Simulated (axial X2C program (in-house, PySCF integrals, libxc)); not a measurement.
**A two-component session on AlF⁺: EOM-EA-CCSD levels**

Aim: EOM-EA-CCSD levels of AlF⁺, with spin–orbit coupling in the Hamiltonian from the start.

Computed with an in-house X2C program for linear molecules on PySCF integrals. Level: two-component X2C with atomic mean-field terms, Al dyall-av3z, F dyall-av3z.

All values are calculated.

## (1) Set-up

task.json

```json
{"zs": [13, 9], "q": 1, "bas": ["dyall-av3z", "dyall-av3z"], "r0": 1.9, "eom": "ea", "thr": -2.0, "nmax": 92, "grid": [1, 0.96, 1.045, 0.92, 1.09, 1.15]}
```

Keys: zs atomic numbers; q charge; bas basis sets; r0 starting distance in Å; eom kind of EOM run; thr threshold in hartree for freezing inner shells (an s shell follows its p shell); nmax most natural virtual spinors; grid distances as factors.

Launch:

```sh
> python soeom.py task.json out
```

After this run come: EOM-EA-CCSD at 1.612 Å.

**Question.** What will these runs give? Wanted: next root led by one particle; T1 of the reference; lowest state, Re and ωe.

**Answer**, as computed:

| quantity | value |
| --- | --- |
| lowest root at 1.612 Å | Ω = 1/2, 18.398 eV |
| next root led by one particle | Ω = 1/2, about 43520 cm⁻¹ higher |
| T1 of the reference | 0.026 |
| lowest state, Re and ωe | 1.605 Å, 961 cm⁻¹ |

What this shows: The added electron is bound by 18.40 eV in a spinor of 57% Al sσ, 26% Al pσ, 12% F pσ. Errors of 0.1 to 0.3 eV are usual at this size, and roots led by higher excitations are left out, so the list is incomplete, and low states of that kind can be missing. T1 or the largest double amplitude of the reference is raised, which lowers the reliability. The bond is 0.029 Å longer than in the closed-shell reference at CCSD (1.576 Å).
